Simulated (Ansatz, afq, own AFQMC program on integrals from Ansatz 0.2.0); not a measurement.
# The Ge5–H13 bond of C3H8GeO, singlet, worked out

```xyz
13

C    -1.3307   -0.6657   -0.2132
C    -0.0713    0.0000    0.3143
C     1.1205   -0.9416    0.3375
O     0.2395    1.1054   -0.5152
Ge    0.3097    2.7807    0.1077
H    -2.1745    0.0404   -0.2056
H    -1.1759   -1.0009   -1.2505
H    -1.6035   -1.5377    0.4005
H    -0.2645    0.3518    1.3504
H     2.0091   -0.4322    0.7395
H     1.3546   -1.2808   -0.6834
H     0.9153   -1.8242    0.9624
H     0.6920    3.3701   -1.3296
```

The molecule and both fragments are relaxed with PBE0/def2-SVP; the fragments keep their bonds.

Basis def2-SVP. Noble-gas cores (and the filled d shells of Ga–Kr and In–Xe) are frozen. Ansatz 0.2.0 and our own AFQMC program on the same integrals; the CISD trial comes from CCSD amplitudes, and released means the phaseless constraint is let go. Error bars are statistical, one sigma. No spin–orbit coupling.

Total energies in eV. CBS is CCSD(T) at the limit of def2-TZVPP/QZVPP (MP2 extrapolated, CCSD(T) minus MP2 added); the highest rung of each member is named.

Cautions: inner d shell frozen; no relativity below Rb; no spin-orbit coupling; C₃H₈GeO (singlet): the released value is read at 0.63 1/Eh with a noise of 13 meV, more than in the cases checked, later times being too noisy (meV from the phaseless value at times in 1/Eh: -22 ± 13 at 0.21, -28 ± 12 at 0.42, -16 ± 13 at 0.63, -25 ± 18 at 0.90); C₃H₇GeO (doublet): the released value is read at 0.90 1/Eh with a noise of 19 meV, more than in the cases checked (meV from the phaseless value at times in 1/Eh: 3 ± 12 at 0.21, 11 ± 11 at 0.42, 14 ± 14 at 0.63, 4 ± 19 at 0.90).

```csv
member,count,CCSD(T)/def2-SVP,highest rung in def2-SVP,which,CCSD(T)/CBS
"C₃H₇GeO, doublet",+1,-61722.2150,-61722.2986 ± 0.0186,released AFQMC,-61744.1397
H (doublet),+1,-13.5861,-13.5861,FCI,-13.6059
"C₃H₈GeO, singlet",-1,-61738.7804,-61738.8677 ± 0.0132,released AFQMC,-61760.9054
```

Work out the best estimate of the bond energy: the CCSD(T)/CBS difference plus the step from CCSD(T) to the highest rung.

Sums with the counts: CCSD(T)/CBS 3.1598 eV, highest rung 2.9830 eV, CCSD(T)/def2-SVP 2.9793 eV. The step is 2.9830 − 2.9793 = 0.0037 eV, so the best estimate is 3.1598 + (0.0037) = 3.1635 eV = 73.0 kcal/mol, with sampling noise 0.023 eV. The step is under twice that noise, so its sign is open. The basis set is worth 0.181 eV of it. Zero-point, core-correlation and spin–orbit terms aren't in it. Past Ne the Hartree–Fock part of each CBS total tends to overshoot, since the cores don't follow the formula; that largely cancels in the difference.

Best estimates are given only where the step beyond CCSD(T) is under 0.3 eV and no member's determinant is very poor (T1 over 0.05, or 0.07 for open shells, ⟨S²⟩ too high by 0.3, two states mixed), so the hardest cases are missing from such tables.

Each member of a difference takes its own highest rung, so a best estimate needn't equal the limit plus the step of one row. Released energies are given only where the last usable release times agree within the noise; a slower fall can still hide under it.
